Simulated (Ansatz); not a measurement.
# AlBH₃+ (triplet): wave-function methods side by side, cc-pVDZ

An exercise on one series of results from a longer session: the logs are not shown, and one member is left open.

Program: Ansatz 0.2.0, Gaussian basis. Level of theory: cc-pVDZ, core rule «outside noble gas», up to 6 orbitals frozen. These are calculated values, not measurements.

Plan: UHF; CCSD(T) on ROHF; CCSD(T) on UHF; BCCD(T) on ROHF; CISD; CCSDT(Q) on ROHF; CCSDT(Q) on UHF.

28 further runs of the same task are left out: 6 for a known fault of the program, 7 that didn't finish, 15 set aside as unsound or not needed.

### The geometry

The geometry is a PBE0/def2-TZVP stationary point (not a proven minimum) of the parent state, kept for this charge and spin.

5 atoms, charge 1, spin multiplicity 3.

Atoms are counted from 1 here; the program's logs count them from 0.

Bond lengths: B1–Al2 1.995 Å, B1–H3 1.197 Å, B1–H4 1.197 Å, Al2–H5 1.587 Å. Angles: Al2–B1–H3 119.3°, Al2–B1–H4 119.3°, H3–B1–H4 121.4°, B1–Al2–H5 180.0°.

The first run:

File in.yaml:

```yaml
crystal:
  periodic: [false, false, false]
  atoms:
    - {symbol: B, position_ang: [0.000000, 0.000000, 1.378062]}
    - {symbol: Al, position_ang: [0.000000, 0.000000, -0.616560]}
    - {symbol: H, position_ang: [0.000000, 1.043975, 1.963476]}
    - {symbol: H, position_ang: [0.000000, -1.043975, 1.963476]}
    - {symbol: H, position_ang: [0.000000, 0.000000, -2.203146]}
basis:
  gaussian: {orbitals: cc-pVDZ}
total_charge: 1
magnetization: {spin_polarized: true, initial_magnetization: 2}
hamiltonian: {xc: hf}
output: {orbitals: {seedname: orbitals}}
```

The run is started by

```sh
$ ansatz run in.yaml --threads 1 --pin off --events-out ev --progress --plain --max-ram 2393MiB
```

Among the steps run: UHF; CCSD(T) on ROHF; CCSD(T) on UHF; BCCD(T) on ROHF; CISD; CCSDT(Q) on ROHF; CCSDT(Q) on UHF.

One of the session's tables, all rows but one given; the rest of the session is left out.

It belongs to the step «Misses and costs». 

| method | from UCCSDT(Q) (kcal/mol) |
| --- | --- |
| ROHF | +97.88 |
| UHF | ? |
| RMP2 | +25.25 |
| UMP2 | +24.84 |
| CISD | +8.51 |
| RCCSD | +3.37 |
| UCCSD | +3.32 |
| RCCSD(T) | +0.94 |
| UCCSD(T) | +0.91 |
| BCCD(T) | +0.92 |
| RCCSDT | +0.12 |
| UCCSDT | +0.10 |
| RCCSDT(Q) | +0.02 |
| UCCSDT(Q) | 0 |

Estimate the missing values for UHF.

As computed: from UCCSDT(Q) (kcal/mol): +96.29. In the column «from UCCSDT(Q) (kcal/mol)» it lies between RMP2 (+25.25) and ROHF (+97.88).

To keep in mind: Restricted and unrestricted rows rest on different reference determinants; where their highest levels disagree by more than a few hundredths of an eV, they describe different states and don't form one ladder.
